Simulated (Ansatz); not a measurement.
Basis-set series for `F[H-]F`. Charge -1, multiplicity 1. The structure was optimised at the PBE0-D4/def2-TZVPD level.

```
functional        basis  functions  energy (Eh)  HOMO (eV)  LUMO (eV)
   PBE0-D4    def2-SVPD         54   -200.03700      -3.05       8.03
   PBE0-D4  def2-TZVPPD         97   -200.26627      -2.94       5.87
   ωB97M-V    def2-SVPD         54   -200.17271      -5.61       8.92
   ωB97M-V  def2-TZVPPD         97   -200.40427      -5.46       6.25
```

Q: Give the rows for def2-QZVPPD. (Estimate.)

A: Ansatz gave: 
```json
{"functional": "PBE0-D4", "basis": "def2-QZVPPD", "functions": "165", "energy (Eh)": "-200.27485", "HOMO (eV)": "-2.94", "LUMO (eV)": "5.33"}
{"functional": "ωB97M-V", "basis": "def2-QZVPPD", "functions": "165", "energy (Eh)": "-200.41205", "HOMO (eV)": "-5.45", "LUMO (eV)": "5.61"}
```

Positive LUMOs are unbound and depend on the basis.
